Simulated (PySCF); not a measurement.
# H3OP (PH2OH): the cost of one run

Computed with PySCF 2.14.0, with density-fitted response routines of our own, on a single molecule in the gas phase. Atoms are numbered from 0 throughout.

**1. The molecule as given**

5 atoms, charge 0, multiplicity 1; geometry from: GFN2-xTB.

Bonds of the start (Å): O0–P1 1.65, O0–H2 0.96, P1–H3 1.40, P1–H4 1.40.

**2. Geometry optimisation at PBE0-D3(BJ)/def2-SVP**

The job: settings as JSON, then the geometry in Å.

```
{"job": {"xc": "PBE0", "basis": "def2-SVP", "d3": "d3bj", "grid": 1, "kind": "geom"}, "charge": 0, "multiplicity": 1}
O      0.927865    -0.158689     0.311635
P     -0.449376     0.214753    -0.507647
H      1.726526     0.003001    -0.192967
H     -1.059918     0.906749     0.548978
H     -1.136475    -0.962961    -0.177183
```

Launch:

```
> OMP_NUM_THREADS=1 python probes_run.py task.json out
```

One launch serves the whole session: the jobs run in the order shown.

**Question.** How long does this first job take on 1 thread of Intel Xeon Platinum 8488C, shared host, and how much memory does it need?

About 3 s, with a peak of 0.27 GiB.
